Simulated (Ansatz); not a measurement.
The cluster Al₂Si. Charge 0, multiplicity 1. Geometry B3LYP-D4/def2-TZVP.

```xyz
3

Al    2.4677    0.8231    0.5216
Al   -0.1156   -0.0371   -0.0237
Si   -2.3521   -0.7860   -0.4978
```

LC-ωPBE has ω = 0.4 bohr⁻¹. The restricted singlet is unstable towards broken spin symmetry in Hartree–Fock (as tested in another run); at HF/def2-TZVP, PBE-D4/def2-TZVP, r2SCAN-D4/def2-TZVP, PBE0-D4/def2-TZVP and others this wasn't settled. At PBE-D4/def2-TZVP, r2SCAN-D4/def2-TZVP an occupied level lies above an empty one. Another isomer (triplet) lies 1.89 eV lower at PBE0-D4/def2-TZVP; other spin states weren't run for this one.

Question: Estimate the orbital energies around the gap (eV) in Ansatz with HF/def2-TZVP, PBE-D4/def2-TZVP, r2SCAN-D4/def2-TZVP, PBE0-D4/def2-TZVP, LC-ωPBE/def2-TZVP.

Answer: 
```
orbital  HF/def2-TZVP  PBE-D4/def2-TZVP  r2SCAN-D4/def2-TZVP  PBE0-D4/def2-TZVP  LC-ωPBE/def2-TZVP
 HOMO−9        -88.20            -69.69               -71.57             -74.65             -76.11
 HOMO−8        -88.18            -69.53               -71.41             -74.52             -75.89
 HOMO−7        -87.06            -68.85               -70.72             -73.64             -74.95
 HOMO−6        -87.03            -68.69               -70.56             -73.51             -74.78
 HOMO−5        -87.00            -68.57               -70.45             -73.41             -74.62
 HOMO−4        -15.72            -11.01               -11.40             -12.40             -15.47
 HOMO−3        -12.88             -8.80                -9.13             -10.08             -13.13
 HOMO−2         -9.47             -6.53                -6.67              -7.48              -9.93
 HOMO−1         -6.73             -4.32                -4.47              -5.09              -7.21
   HOMO         -5.93             -4.15                -4.31              -4.74              -6.63
   LUMO         -0.67             -4.46                -4.40              -3.59              -1.46
 LUMO+1         -0.18             -3.27                -3.19              -2.61              -0.95
 LUMO+2          0.37             -3.13                -3.14              -2.55              -0.50
 LUMO+3          2.08             -1.34                -1.12              -0.53               1.21
 LUMO+4          2.28             -1.14                -1.01              -0.52               1.43
 LUMO+5          2.47             -1.14                -0.92              -0.44               1.60
```
